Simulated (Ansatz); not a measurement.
α-quartz (SiO2), treated with PBE-D3(BJ) (plane waves, PAW; Ansatz, a program for electronic structure).

Numerical settings: plane-wave cutoff 520 eV, 12×12×6 k mesh (along the axes of the cell as run), Fermi–Dirac smearing 0.01 eV, scalar-relativistic PAW data made under PBE.

Computed at the level's own relaxed cell.

```
O2Si
1.0
    2.45862    -4.25846     0.00000
    2.45862     4.25846     0.00000
    0.00000     0.00000     5.42305
Si O
3 6
Cartesian
  1.14639   1.98561   1.80768
  2.62446   0.00000   0.00000
  1.14639  -1.98561   3.61537
  1.68150   0.58159   1.19286
  3.57282   1.16543   4.80823
  2.12154  -2.51144   2.42251
  3.57282  -1.16543   0.61482
  1.68150  -0.58159   4.23019
  2.12154   2.51144   3.00054
```

Q: List the 31 lowest band energies at Γ above −25 eV (eV, relative to the valence band maximum), grouping those that round alike.

A: At Γ: -19.29, -17.79 (×2), -17.15 (×2), -17.14, -8.09 (×2), -5.32, -5.29, -5.09 (×2), -2.87 (×2), -2.61, -2.38, -1.39 (×2), -1.35, -1.02 (×2), -0.80, -0.28 (×2), 5.83, 9.20 (×2), 9.77 (×2), 10.95, 11.49.
